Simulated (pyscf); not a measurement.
A first-order saddle from PySCF, ωB97X-D3(BJ)/def2-SVP:

```
Ga
H 1 1.5495
H 1 1.6946 2 110.00
H 3 1.0958 1 74.52 2 90.14
H 3 1.1022 4 148.62 1 -1.54
As 1 2.3913 2 135.96 4 136.62
H 6 1.5193 1 92.07 2 170.27
H 6 1.5206 7 92.80 1 92.59
```
Charge 0, spin multiplicity 1.

Surface: singlet, charge 0. Lowest wavenumbers (cm⁻¹): 1523i, 105, 278, 287, 388.

Question: Which two sides does it connect, and which bonds change?

Answer: H₂Ga–AsH₂ + hydrogen (H₂) ⇌ H₂Ga–AsH₂ + hydrogen (H₂), a four-centre exchange read from left to right: Ga–H, H–H broken and Ga–H, H–H formed. At ωB97M-D3(BJ)/def2-TZVP it lies +1.21 eV from the left side and +1.21 eV from the right (each side as separated species at their lowest minima found). At the saddle there is also a short Ga–H contact that neither side keeps. One saddle was located; it need not be the lowest between these sides. Elements up to Kr have no core potential and no relativistic terms here.
